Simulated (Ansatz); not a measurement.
**CH₃Al (triplet): the correlation ladder at a displaced geometry (v1), cc-pVDZ**

One table from this session's results is given with a row withheld; the runs are named, their logs left out.

The runs use Ansatz 0.2.0, Gaussian basis; cc-pVDZ, core rule «outside noble gas», up to 6 orbitals frozen.

To be run: UHF; CCSD(T) on ROHF; CCSD(T) on UHF; BCCD(T) on ROHF; CISD as a restricted active space (open shells left free, so some higher excitations enter); CCSDT(Q) on ROHF; CCSDT(Q) on UHF.

31 further runs of the same task are left out: 2 for a known fault of the program, 17 that didn't finish, 12 set aside as unsound or not needed. Runs told in other sessions of the task aren't counted.

**The geometry**

The geometry is a PBE0/def2-TZVP stationary point (not a proven minimum) with its atoms shifted at random (size 0.040 Å).

5 atoms, charge 0, spin multiplicity 3.

Atoms are counted from 1 here; the program's logs count them from 0.

Bond lengths: Al1–C2 1.901 Å, Al1–H3 1.597 Å, Al1–H4 1.590 Å, C2–H5 1.151 Å. Angles: C2–Al1–H3 117.3°, C2–Al1–H4 117.6°, H3–Al1–H4 125.1°, Al1–C2–H5 175.1°.

As a file:

```
Al    0.0028    0.0041    0.5812
C     0.0020   -0.0120   -1.3195
H     0.0499    1.4293    1.3007
H    -0.0529   -1.3976    1.3305
H    -0.0952    0.0007   -2.4659
```

The first run:

Input file in.yaml:

```yaml
crystal:
  periodic: [false, false, false]
  atoms:
    - {symbol: Al, position_ang: [0.002794, 0.004133, 0.581175]}
    - {symbol: C, position_ang: [0.001961, -0.012009, -1.319453]}
    - {symbol: H, position_ang: [0.049925, 1.429341, 1.300657]}
    - {symbol: H, position_ang: [-0.052852, -1.397553, 1.330459]}
    - {symbol: H, position_ang: [-0.095236, 0.000666, -2.465878]}
basis:
  gaussian: {orbitals: cc-pVDZ}
magnetization: {spin_polarized: true, initial_magnetization: 2}
hamiltonian: {xc: hf}
output: {orbitals: {seedname: orbitals}}
```

Command:

```
$ ansatz run in.yaml --threads 1 --pin off --events-out ev --progress --plain --max-ram 2393MiB
```

Steps of the session up to this table: UHF; CCSD(T) on ROHF; CCSD(T) on UHF; BCCD(T) on ROHF; CISD as a restricted active space (open shells left free, so some higher excitations enter); CCSDT(Q) on ROHF; CCSDT(Q) on UHF.

One table of the session follows, with a row left open; its other results are not shown here.

```
   method  from UCCSDT(Q) (kJ/mol)
     ROHF                   +527.7
      UHF                   +507.9
     RMP2                   +108.6
     UMP2                        ?
     CISD                    +45.7
    RCCSD                    +12.9
    UCCSD                    +12.6
 RCCSD(T)                     +3.0
 UCCSD(T)                     +2.9
  BCCD(T)                     +2.9
   RCCSDT                     +0.6
   UCCSDT                     +0.5
RCCSDT(Q)                     +0.1
UCCSDT(Q)                        0
```

Q: Estimate the row for UMP2 from the others.

As computed: from UCCSDT(Q) (kJ/mol): +108.5. In the column «from UCCSDT(Q) (kJ/mol)» it lies between CISD (+45.7) and RMP2 (+108.6).

To keep in mind: Restricted and unrestricted rows rest on different reference determinants; a gap between their highest levels can come from leftover correlation error, from unlike frozen cores or from another state.
